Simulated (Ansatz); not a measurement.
**SiP (quartet): B2PLYP, RPA-PBE over vertical spin and charge gaps, 6-31G**

Aim: run SiP (quartet) with these functionals over vertical spin and charge gaps, and hold them against the top wave-function level at the same points.

Method: 6-31G, all electrons in the functionals, frozen cores in the correlation of double hybrids and RPA; program: Ansatz 0.2.0, Gaussian basis.

To be run: B2PLYP, RPA-PBE, at charge 0, quartet; charge 0, doublet; charge 0, sextet; charge 1, triplet; charge 1, quintet.

16 further runs of the same task are left out: 5 that didn't finish, 11 set aside as unsound or not needed.

### 1 The geometry

The geometry is a PBE0/def2-TZVP stationary point (not a proven minimum).

2 atoms, charge 0, spin multiplicity 4.

Atoms are counted from 1 here; the program's logs count them from 0.

Bond lengths: Si1–P2 2.343 Å.

No dispersion term is added.

The geometry shown and the zero of energy belong to the point charge 0, quartet. The yardstick, FCI, and other wave-function levels (R restricted, U unrestricted, valence and pair active spaces) come from earlier runs.

### 2 B2PLYP, charge 0, quartet

File in.yaml:

```yaml
crystal:
  periodic: [false, false, false]
  atoms:
    - {symbol: Si, position_ang: [0.000000, 0.000000, 0.000000]}
    - {symbol: P, position_ang: [0.000000, 0.000000, 2.343000]}
basis:
  gaussian: {orbitals: 6-31G}
magnetization: {spin_polarized: true, initial_magnetization: 3}
hamiltonian: {xc: {name: B2PLYP}}
correlation: {electrons: outside_noble_gas}
```

Command:

```
$ ansatz run in.yaml --threads 1 --pin off --events-out ev --progress --plain --max-ram 2393MiB
```

After this run come: B2PLYP, charge 0, doublet; B2PLYP, charge 0, sextet; B2PLYP, charge 1, triplet; B2PLYP, charge 1, quintet; RPA-PBE, charge 0, quartet; RPA-PBE, charge 0, doublet; RPA-PBE, charge 0, sextet; RPA-PBE, charge 1, triplet; RPA-PBE, charge 1, quintet.

Before running them: what should the planned runs give, taken together? Wanted: quartet to doublet, FCI; quartet to sextet, FCI; ionisation to the triplet cation, FCI; ionisation to the quintet cation, FCI; largest miss, B2PLYP; largest miss, RPA-PBE.

As calculated:

| quantity | value |
| --- | --- |
| quartet to doublet, FCI | -27.0 kcal/mol |
| quartet to sextet, FCI | 29.7 kcal/mol |
| ionisation to the triplet cation, FCI | 160.8 kcal/mol |
| ionisation to the quintet cation, FCI | 188.1 kcal/mol |
| largest miss, B2PLYP | +6.4 kcal/mol (ionisation to the quintet cation) |
| largest miss, RPA-PBE | -7.2 kcal/mol (ionisation to the triplet cation) |

Of the functionals, B2PLYP keep the smallest largest miss at the points compared (at most 6.4 kcal/mol) and RPA-PBE strays most (7.2 kcal/mol, at ionisation to the triplet cation). B2PLYP clearly breaks the spin symmetry at some points (⟨S²⟩ up to 0.42 above the pure value), so energy there is bought with a mixed spin. Functionals and the yardstick converge differently with the basis, so part of each miss in 6-31G is the basis.
